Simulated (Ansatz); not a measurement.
# AlH (quintet): wave-function methods side by side, cc-pVQZ

Aim: climb from Hartree-Fock through coupled cluster for AlH (quintet) at one geometry and basis, and see what each rung misses.

Method: cc-pVQZ, core rule «outside noble gas», up to 5 orbitals frozen; program: Ansatz 0.2.0, Gaussian basis.

To be run: UHF; CCSD(T) on ROHF; CCSD(T) on UHF; BCCD(T) on ROHF; CCSDT(Q) on ROHF; CCSDT(Q) on UHF; Full CI.

15 further runs of the same task are left out: 4 for a known fault of the program, 4 that didn't finish, 7 set aside as unsound or not needed.

## Step 1: The geometry

The geometry is a PBE0/def2-TZVP stationary point (not a proven minimum) of the parent state, kept for this charge and spin.

2 atoms, charge 0, spin multiplicity 5.

Atoms are counted from 1 here; the program's logs count them from 0.

Bond lengths: Al1–H2 1.605 Å.

Geometry (Å):

```xyz
2

Al    0.00000    0.00000    0.00000
H     0.00000    0.00000    1.60455
```

## Step 2: UHF

in.yaml

```yaml
crystal:
  periodic: [false, false, false]
  atoms:
    - {symbol: Al, position_ang: [0.000000, 0.000000, 0.000000]}
    - {symbol: H, position_ang: [0.000000, 0.000000, 1.604550]}
basis:
  gaussian: {orbitals: cc-pVQZ}
magnetization: {spin_polarized: true, initial_magnetization: 4}
hamiltonian: {xc: hf}
output: {orbitals: {seedname: orbitals}}
```

On the command line:

```
ansatz run in.yaml --threads 1 --pin off --events-out ev --progress --plain --max-ram 2393MiB
```

Further steps of the session: CCSD(T) on ROHF; CCSD(T) on UHF; BCCD(T) on ROHF; CCSDT(Q) on ROHF; CCSDT(Q) on UHF; Full CI.

Before running them: what should the planned runs give, taken together? Wanted: UCCSDT(Q) below the RHF energy; RMP2 from UCCSDT(Q); UMP2 from UCCSDT(Q); RCCSD from UCCSDT(Q); RCCSD(T) from UCCSDT(Q); UCCSD(T) from UCCSDT(Q); RCCSDT(Q) from UCCSDT(Q); T1 diagnostic.

The runs gave:

| quantity | value |
| --- | --- |
| UCCSDT(Q) below the RHF energy | -0.6438 eV |
| RMP2 from UCCSDT(Q) | +20.9 kJ/mol |
| UMP2 from UCCSDT(Q) | +20.8 kJ/mol |
| RCCSD from UCCSDT(Q) | +1.7 kJ/mol |
| RCCSD(T) from UCCSDT(Q) | +0.6 kJ/mol |
| UCCSD(T) from UCCSDT(Q) | +0.4 kJ/mol |
| RCCSDT(Q) from UCCSDT(Q) | +0.1 kJ/mol |
| levels within 1 kcal/mol (43 meV) | RCCSD, UCCSD, RCCSD(T), UCCSD(T), BCCD(T), RCCSDT, UCCSDT, RCCSDT(Q) |
| T1 diagnostic | 0.012 |

**Reading.** RCCSD(T) lands +0.6 kJ/mol from the yardstick (0.9 % of the correlation energy). These misses are within one basis, not against nature; the frozen cores of restricted and unrestricted runs differ, which can shift their rows.
